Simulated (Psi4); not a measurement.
This Psi4 input (MP2/aug-cc-pVDZ) gives -116.24886 Eh with 105 basis functions.

```
memory 8100 MB

molecule {
0 1
C    -0.00541272    0.00514807    0.86088345
C    -0.00020344   -0.64634739   -0.49579893
C     0.00648613    0.64037189   -0.50345144
H     0.90225350    0.00400638    1.46236727
H    -0.92057007    0.01341463    1.45085018
H    -0.00162276   -1.57792247   -1.03216063
H     0.01471952    1.56546606   -1.05085530
}

set {
  basis aug-cc-pvdz
  scf_type df
  freeze_core true
}

energy('mp2')
print_variables()
```

Change:
```diff
- basis aug-cc-pvdz
+ basis cc-pvdz
```

Q: What does the run give now?

A: -116.23254 Eh (MP2/cc-pVDZ, 62 functions), a change of +16.32 mEh.
